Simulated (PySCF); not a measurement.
Assigning NMR signals

Cartesian coordinates in Å; atom numbers follow the order of the lines, from 1:
```xyz
9

C    -1.290    0.216    0.199
C     0.122   -0.276    0.230
N     0.429   -1.463   -0.108
C     1.126    0.685    0.669
N     1.944    1.429    1.015
H    -1.942   -0.596   -0.145
H    -1.382    1.081   -0.477
H    -1.604    0.550    1.200
H     1.437   -1.623   -0.025
```

- PBE0-D3(BJ)/def2-SVP geometry
- J: B3LYP/pcJ-1
- shieldings: GIAO B3LYP/pcSseg-2
- code: PySCF 2.14.0 with density-fitted response routines
- one conformer, gas phase, one averaged value for each set of equivalent atoms, relativity neglected

Referencing at the same level of theory: 13C (179.19 ppm) and 1H (31.39 ppm) against TMS.

Q: Assign these signals to the numbered atoms. 13C{1H} NMR (computed): δ 165.8 (C), 120.2 (C), 29.5 (CH3).

A: 
| δ (ppm) | atoms | environment | reason |
| --- | --- | --- | --- |
| 165.8 | C2 | carbon bonded to 2 C, N | – |
| 120.2 | C4 | carbon bonded to C, N | – |
| 29.5 | C1 | carbon bonded to C, 3 H | – |

Q: Assign these signals to the numbered atoms. 1H NMR (300 MHz, computed): δ 10.97 (br s, 1H), 2.29 (s, 3H).

A: 
10.97 → H9, hydrogen on a nitrogen bonded to C
2.29 → H6/H7/H8, hydrogen on a carbon bonded to C

OH/NH shifts are gas-phase values; hydrogen bonding in solution moves them, usually downfield. Shifts are as computed. Against solution values, carbons near 30 ppm lie about +3 ppm off and those near 130 ppm about +8 ppm. Of 1211 compounds with measured shifts, 218 miss one by over three times the rms of a fit or turn the order of signals round; such compounds aren't used in these exercises.
